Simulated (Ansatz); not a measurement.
**BaNiS2: experiment and calculation**

**Measured values to compare with.**

“Anomalous metallic state in quasi-two-dimensional BaNiS2”, 2015, arxiv:1510.03458 reports, for a bulk crystal of BaNiS2: lattice constant a 4.4404 ± 0.0006 Å; lattice constant c 8.897 ± 0.002 Å.

How close the calculation comes is told below.

Method: DFT r2SCAN, scalar-relativistic, plane waves, PAW (Ansatz 0.2.0).

Cutoff 500 eV; k points 8×8×4 on the computed 8-atom cell (Γ-centred); Gaussian smearing, width 0.10 eV; collinear spin from starting moments 0 0 1.19 1.19 0 0 0 0 μB.

Relaxed structure, symmetry kept:

```xyz
8
Lattice="4.4857 0.0000 0.0000 0.0000 4.4857 0.0000 0.0000 0.0000 8.9076" Properties=species:S:1:pos:R:3 pbc="T T T"
Ba    2.2428    0.0000    7.1820
Ba    0.0000    2.2428    1.7256
Ni    2.2428    0.0000    3.7399
Ni    0.0000    2.2428    5.1676
S     0.0000    0.0000    4.4538
S     2.2428    2.2428    4.4538
S     2.2428    0.0000    1.4107
S     0.0000    2.2428    7.4969
```

| Property | Result |
| --- | --- |
| Space group | P4/nmm (No. 129) |
| Volume per atom | 151.2 bohr³ |
| Formation energy from the elements' standard states (uncorrected) | -1.422 eV/atom |
| Generalised Kohn–Sham band gap | none (metal) |
| Density of states at the Fermi level | 3.28 states/eV per cell |
| Löwdin character within 0.5 eV of the Fermi level | Ni 3d 51 %, S 3p 41 %, unprojected 6 % |
| Bader charges (e) | Ba (2 in the cell) 1.48, Ni (2 in the cell) 0.68, S (2 in the cell) -0.89, S (2 in the cell) -1.28 |
| Total moment | 2.73 μB per cell |
| Site moments (μB; atoms counted from 1 over the whole cell) | Ni (atom 3) 1.08, Ni (atom 4) 1.08, S (atom 5) 0.10, S (atom 6) 0.10, S (atom 7) 0.07, S (atom 8) 0.07 |

The state reached may not be the lowest one. Spin-orbit coupling is left out, which matters for the bands of heavy elements. The run saw a state lower than the one given here. Moments started parallel, and an antiferromagnetic order may lie lower.

Only this magnetic start was tried.

Measured lattice constant a of BaNiS2: 4.4404 Å (the paper above). This calculation gives 4.486 Å (+1.0 %). Against the measured lattice constant c of BaNiS2, 8.897 Å (the paper above), the calculated 8.908 Å is off by +0.1 %. The calculation is for 0 K without zero-point motion. The calculated magnetic order may not be the real one, and cell, gap and energy hang on it, so these differences aren't the functional's alone.

Cost: 1 run of about 7.9 core-minutes, on Oxide Virtual Turin-like Processor (Zen 5) (shared hosts).